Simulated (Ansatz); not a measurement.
bcc K, treated with revPBE (Ansatz, a quantum-chemistry and plane-wave program, PAW).

Run with plane-wave cutoff 520 eV, 16×16×16 k mesh, Fermi–Dirac smearing 0.05 eV, scalar-relativistic PAW data made under PBE.

Computed points:

```csv
V (Å³/atom),E − E_lowest (meV/atom)
75.006,2.90
76.602,1.21
78.198,0.27
79.794,0.00
81.390,0.35
82.986,1.26
84.581,2.67
```

What bulk modulus B0 and pressure derivative B′ does a third-order Birch–Murnaghan fit give?

V0 = 79.666 Å³/atom, B0 = 3.11 GPa, B′ = 3.7 (fit to the energies at full precision).

Measured, for comparison: bulk modulus 3.75 GPa (corrected for temperature and zero-point phonon effects; as tabulated in Levämäki et al. (2014), arXiv:1402.3671); equilibrium volume per atom 70.79 Å³/atom (low-temperature or extrapolated to 0 K; zero-point anharmonic expansion removed; as tabulated in Csonka et al. (2009), arXiv:0903.4037). Computed (rounded) less measured: bulk modulus -17 %, equilibrium volume per atom +12.5 %.
